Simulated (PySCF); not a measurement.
Work out the structure from these simulated measurements.

Formula: C4H4FP.

| Quantity | Value |
| --- | --- |
| 13C NMR | chemical shifts (computed TMS as zero) by class: 254.1 (1 C), 113.5 (1 C), 87.7 (1 C), 28.3 (1 C) ppm [GIAO PBE0/pcSseg-1] |
| NMR, other nuclei | isotropic shieldings of nuclei other than C and H, by class: 195 (1 F), 215 (1 P) ppm [GIAO PBE0/pcSseg-1] |
| 1H NMR | chemical shifts (computed TMS as zero) by class: 3.31 (1 H), 2.96 (3 H) ppm [GIAO PBE0/pcSseg-1] |
| Dipole | 2.37 D [CAM-B3LYP/def2-SVPD] |
| Polarisability | 74.4 au [CAM-B3LYP/def2-SVPD] |
| Rotational structure | rotational constants A, B, C: 5.860, 1.966, 1.486 GHz [GFN2-xTB] |
| UV, first state | lowest singlet excitation: 4.73 eV (262 nm, f = 0.223) [TDDFT CAM-B3LYP/def2-SVPD] |

The electronic properties come from PySCF, for the isolated species, density fitting. Levels stand in brackets. Geometry: GFN2-xTB; no solvent, vibrations or thermal averaging. NMR classes are plain means over equivalent atoms (diastereotopic ones count apart unless rotation or inversion swaps them), as if these changed places fast.

Question: Give a SMILES that accounts for the data.

Answer: Numbering: `[CH:1]#[C:2]/[P:3]=[C:4](\[CH3:5])[F:6]`. 4 carbons fall into 4 classes; from least to most shielded: carbon bonded to C, F and P [C4] (254.1 ppm), terminal alkyne carbon [C1] (113.5 ppm), alkyne carbon [C2] (87.7 ppm), methyl carbon [C5] (28.3 ppm). Hydrogen classes from least to most shielded: 1 H on a terminal alkyne carbon, C1 (3.31 ppm), 3 H on a methyl carbon, C5 (2.96 ppm, a mean of values up to 1.7 ppm apart in this geometry). The other shieldings belong to: 195 ppm, fluorine bonded to C [F6]; 215 ppm, phosphorus bonded to 2 C [P3]. S1 is mainly HOMO→LUMO (weight 0.92); the largest Löwdin shares of the orbital it empties are 0.28 on the phosphorus bonded to 2 C, 0.27 on the carbon bonded to C, F and P, 0.14 on the alkyne carbon and 0.14 on the terminal alkyne carbon, of the orbital it fills 0.32 on the carbon bonded to C, F and P, 0.30 on the phosphorus bonded to 2 C, 0.12 on the alkyne carbon and 0.08 on the terminal alkyne carbon. The optimised geometry has point group Cs and is an asymmetric top. Structure: `C#C/P=C(\C)F`. Computed isomers that give other values at the same levels: `C#CC/P=C\F` (13C chemical shifts (computed TMS as zero) by class: 211.1 (1 C), 84.0 (1 C), 77.1 (1 C), 12.4 (1 C) ppm); `Fc1cc[pH]c1` (13C chemical shifts (computed TMS as zero) by class: 175.5 (1 C), 143.8 (1 C), 141.3 (1 C), 109.6 (1 C) ppm). The assignments are read from this structure; whether some other isomer fits the data as well wasn't checked.
